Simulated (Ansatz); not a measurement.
Relaxation of C₂H₅N (8 atoms, charge 0, multiplicity 1), to a largest force component of 0.02 eV/Å in at most 50 steps.

Computed with RKS B3LYP-D4/def2-SVP in Ansatz 0.2.0.

```xyz
8
Properties=species:S:1:pos:R:3:forces:R:3
C -0.488 0.621 -0.280 0.14 -0.20 0.09
C 0.595 -0.150 0.417 -0.36 0.50 -0.22
N 0.782 -1.389 0.400 0.67 -1.25 0.35
H -0.429 0.449 -1.354 -0.03 0.01 -0.45
H -1.464 0.271 0.056 -0.44 -0.06 0.10
H -0.408 1.687 -0.087 -0.03 0.48 0.04
H 1.304 0.427 1.004 0.40 0.44 0.35
H 0.108 -1.916 -0.156 -0.36 0.09 -0.26
```

Question: Where does it end, and by what steps?

Answer: The run converged. The force dipped under the threshold on the way, but the program's further checks kept it going. After 29 steps the energy has fallen by 0.110 eV; H4 moved furthest, 0.65 Å.

```json
{"step": "0", "energy less start (eV)": "0.0000", "largest force component (eV/Å)": "1.248", "accepted": "yes"}
{"step": "2", "energy less start (eV)": "-0.0441", "largest force component (eV/Å)": "0.085", "accepted": "yes"}
{"step": "4", "energy less start (eV)": "-0.0447", "largest force component (eV/Å)": "0.049", "accepted": "yes"}
{"step": "6", "energy less start (eV)": "-0.0451", "largest force component (eV/Å)": "0.003", "accepted": "yes"}
{"step": "8", "energy less start (eV)": "-0.0451", "largest force component (eV/Å)": "0.008", "accepted": "yes"}
{"step": "10", "energy less start (eV)": "-0.0451", "largest force component (eV/Å)": "0.012", "accepted": "yes"}
{"step": "12", "energy less start (eV)": "-0.0453", "largest force component (eV/Å)": "0.019", "accepted": "yes"}
{"step": "14", "energy less start (eV)": "-0.0456", "largest force component (eV/Å)": "0.028", "accepted": "yes"}
{"step": "16", "energy less start (eV)": "-0.0464", "largest force component (eV/Å)": "0.040", "accepted": "yes"}
{"step": "18", "energy less start (eV)": "-0.0481", "largest force component (eV/Å)": "0.055", "accepted": "yes"}
{"step": "20", "energy less start (eV)": "-0.0512", "largest force component (eV/Å)": "0.068", "accepted": "yes"}
{"step": "22", "energy less start (eV)": "-0.0556", "largest force component (eV/Å)": "0.157", "accepted": "yes"}
{"step": "24", "energy less start (eV)": "-0.0690", "largest force component (eV/Å)": "0.686", "accepted": "no"}
{"step": "26", "energy less start (eV)": "-0.1062", "largest force component (eV/Å)": "0.088", "accepted": "yes"}
{"step": "28", "energy less start (eV)": "-0.1091", "largest force component (eV/Å)": "0.111", "accepted": "yes"}
{"step": "29", "energy less start (eV)": "-0.1095", "largest force component (eV/Å)": "0.006", "accepted": "yes"}
```

```xyz
8
Properties=species:S:1:pos:R:3
C -0.473 0.596 -0.318
C 0.667 -0.178 0.286
N 0.704 -1.407 0.601
H -0.169 1.041 -1.281
H -1.355 -0.044 -0.485
H -0.761 1.435 0.338
H 1.583 0.414 0.475
H -0.197 -1.857 0.384
```

Whether the end is a true minimum wasn't checked by a vibrational analysis.

Time of the run: 82 s on 1 thread of Arm Neoverse N1, on a shared host, peak memory 0.12 GiB.
